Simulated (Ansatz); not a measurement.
# H2O (singlet): wave-function methods side by side at distance O1–H2 = 0.765 Å, cc-pVTZ

The task here is to estimate one member of a computed series from the others.

Method: cc-pVTZ, core rule «outside noble gas», up to 1 orbitals frozen; program: Ansatz 0.2.0, Gaussian basis.

The runs, in order: UHF; CCSD(T) on RHF; BCCD(T) on RHF; CISD; CCSDT(Q) on RHF; CASSCF and NEVPT2, 2 electrons in 2 orbitals; CASSCF and MRCISD+Q, 8 electrons in 6 orbitals; CASSCF and NEVPT2, 8 electrons in 6 orbitals.

21 further runs of the same task are left out: 12 that didn't finish, 9 set aside as unsound or not needed.

**The system**

The geometry derives from a PBE0/def2-TZVP stationary point (not a proven minimum). One bond is set to the value named and the two fragments are kept rigid.

3 atoms, charge 0, spin multiplicity 1.

Atoms are counted from 1 here; the program's logs count them from 0.

Bond lengths: O1–H2 0.765 Å, O1–H3 0.960 Å. Angles: H2–O1–H3 105.1°.

The first run:

Input file in.yaml:

```yaml
crystal:
  periodic: [false, false, false]
  atoms:
    - {symbol: O, position_ang: [0.000000, -0.058697, -0.008638]}
    - {symbol: H, position_ang: [0.000000, 0.406689, -0.615796]}
    - {symbol: H, position_ang: [0.000000, 0.525031, 0.752912]}
basis:
  gaussian: {orbitals: cc-pVTZ}
magnetization: {spin_polarized: true, initial_magnetization: 0}
hamiltonian: {xc: hf}
output: {orbitals: {seedname: orbitals}}
```

Started as:

```
$ ansatz run in.yaml --threads 1 --pin off --events-out ev --progress --plain --max-ram 2393MiB
```

Among the steps run: UHF; CCSD(T) on RHF; BCCD(T) on RHF; CISD; CCSDT(Q) on RHF; CASSCF and NEVPT2, 2 electrons in 2 orbitals; CASSCF and MRCISD+Q, 8 electrons in 6 orbitals; CASSCF and NEVPT2, 8 electrons in 6 orbitals.

One table of the session follows, with a row left open; its other results are not shown here.

```
          method  from RCCSDT(Q) (meV)
             RHF               +7316.4
            RMP2                +381.3
            CISD                     ?
           RCCSD                +197.9
        RCCSD(T)                  +9.8
         BCCD(T)                  +9.4
          RCCSDT                  +7.2
       RCCSDT(Q)                     0
     CASSCF pair               +6749.1
     NEVPT2 pair                +408.2
  CASSCF valence               +6070.1
  NEVPT2 valence                +874.0
  MRCISD valence                +297.9
MRCISD+Q valence                 +45.2
```

**Question.** Estimate the row for CISD.

**Answer.** from RCCSDT(Q) (meV): +458.3. In the column «from RCCSDT(Q) (meV)» it lies between NEVPT2 pair (+408.2) and NEVPT2 valence (+874.0).
